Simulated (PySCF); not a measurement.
# One molecule, a ladder of functionals, a line

Molecule: `N#CC(F)(F)F`, C2F3N.

Structure with atom numbers: `[N:1]#[C:2][C:3]([F:4])([F:5])[F:6]`.

GIAO shieldings (ppm, equivalent atoms averaged) in PySCF on the PBE0-D3(BJ)/def2-SVP geometry, basis pcSseg-2, gas phase, non-relativistic:

| functional | exact exchange (%) | σ(C3) | σ(F4/F5/F6) |
| --- | --- | --- | --- |
| BLYP | 0 | 51.6 | 218.9 |
| BP86 | 0 | 56.6 | 221.3 |
| PBE | 0 | 56.6 | 220.1 |
| B3LYP | 20 | 59.2 | 234.6 |
| PBE0 | 25 | 65.6 | 239.7 |
| mPW1PW91 | 25 | 64.9 | 240.4 |
| HF | 100 | 89.3 | 282.8 |

(1) Fit each shielding as a line in the percentage of exact exchange.

(2) What does the line predict for BHandHLYP (50 %), and what does the run give?

Results:

(1) σ(C3) = 55.0 + 0.35 x (rms 2.1 ppm); σ(F4/F5/F6) = 221.6 + 0.63 x (rms 2.0 ppm). The functionals also differ in their semilocal parts, which the line can't hold; Hartree–Fock has no correlation at all.

(2) σ(C3): 72.5 predicted, 70.5 computed; σ(F4/F5/F6): 253.1 predicted, 254.2 computed ppm.
